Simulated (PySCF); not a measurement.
A geometry optimisation on 3-chlorothiophene (`Clc1ccsc1`).

Method: PBE0-D3(BJ)/def2-TZVP geometry optimisation, gas phase (PySCF 2.14.0). Start geometry: GFN2-xTB. The input is one job of a driver script: a line of settings, then coordinates in Å.

Input:
```
{"job": {"xc": "PBE0", "basis": "def2-TZVP", "d3": "d3bj", "grid": 2, "kind": "geom"}, "charge": 0, "multiplicity": 1}
Cl     2.371505    -0.963433     0.549371
C      0.872506    -0.208499     0.179461
C     -0.346057    -0.923145     0.067836
C     -1.382880    -0.102946    -0.230343
S     -0.893687     1.537802    -0.378191
C      0.736662     1.127152    -0.034831
H     -0.424675    -1.985186     0.205282
H     -2.412766    -0.360462    -0.373259
H      1.492954     1.884710    -0.010505
```

**Question.** Estimate the output.

**Answer.** 
```
step   0  E = -1012.22833558  max force = 0.010006
step   1  E = -1012.22869802  max force = 0.001027
step   2  E = -1012.22869379  max force = 0.001018
step   3  E = -1012.22871609  max force = 0.000154
step   4  E = -1012.22871563  max force = 0.000317
optimisation converged
```

Energies in Eh; «max force» is the largest Cartesian gradient component in Eh/bohr.

**Question.** Give the first gradient maximum in eV/Å.

**Answer.** With 1 Eh/bohr = 51.422 eV/Å, 0.515 eV/Å.

Main results: final energy -1012.22872 Eh after 4 steps; dipole 1.27 D.

**Question.** Where do the atoms end?

**Answer.** 0.008 Å rms from the input after alignment:
```
atom  x, y, z in Å
Cl1    2.3380   -0.9174    0.7191
C2     0.8601   -0.1906    0.2323
C3    -0.3488   -0.9192    0.1081
C4    -1.3740   -0.1167   -0.2906
S5    -0.8700    1.4974   -0.5109
C6     0.7348    1.1324   -0.0697
H7    -0.4355   -1.9779    0.3070
H8    -2.4018   -0.3938   -0.4664
H9     1.5012    1.8904   -0.0521
```

The run took 56 s on Arm Neoverse V2, one thread, shared host with 96 logical CPUs at a one-minute load of 33, and the process peaked at 0.88 GiB of memory.
Labels such as C1 count atoms from 1, the log's own numbers from 0.
